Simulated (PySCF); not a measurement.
# C4H4F2: the cost of one run

Computed with PySCF 2.14.0 and routines of our own; the level stands in each step. Atoms count from 0.

## Step 1: The system as given

10 atoms, charge 0, multiplicity 1; geometry from: GFN2-xTB.

## Step 2: Relaxing the molecule at PBE0-D3(BJ)/def2-TZVP

What the job is given:

```
{"job": {"xc": "PBE0", "basis": "def2-TZVP", "d3": "d3bj", "grid": 2, "kind": "geom"}, "charge": 0, "multiplicity": 1}
C      1.855582     0.017834     0.307402
C      0.588509    -0.104766     0.678319
F      0.282097    -0.457500     1.945941
C     -0.587130     0.105775    -0.159146
C     -1.853520    -0.016505     0.214413
F     -0.281718     0.457632    -1.427204
H      2.656155    -0.159745     1.001621
H      2.103134     0.297852    -0.698948
H     -2.098252    -0.295906     1.221759
H     -2.655974     0.159982    -0.477921
```

On the command line:

```console
> OMP_NUM_THREADS=1 python excited_run.py task.json out
```

This one command runs all jobs of the session in turn.

Q: Estimate the wall time and peak memory of this first job on 1 thread of Arm Neoverse V1, shared host.

About 95 s, with a peak of 0.85 GiB.
